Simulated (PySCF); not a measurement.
**N: ionisation energy**

N [He] 2s2 2p3 (4S) → N⁺ [He] 2s2 2p2 (3P), as a difference of total energies. Computed with PySCF 2.14 in aug-cc-pwCVTZ, with the non-relativistic Hamiltonian (point nucleus). Correlated levels: valence: 1s2 frozen. The calculations carry no spin-orbit coupling.

| method | ionisation energy (eV) | error (eV) |
| --- | --- | --- |
| UHF | 13.894 | -0.651 |
| MP2 (valence) | 14.590 | +0.045 |
| SCS-MP2 (valence) | 14.327 | -0.218 |
| CCSD (valence) | 14.448 | -0.097 |
| CCSD(T) (valence) | 14.474 | -0.071 |

Reference: 14.545 eV (measured; NIST levels, between the centres of gravity of the two terms).

Errors of the correlated levels include the incompleteness of this basis and the frozen core.
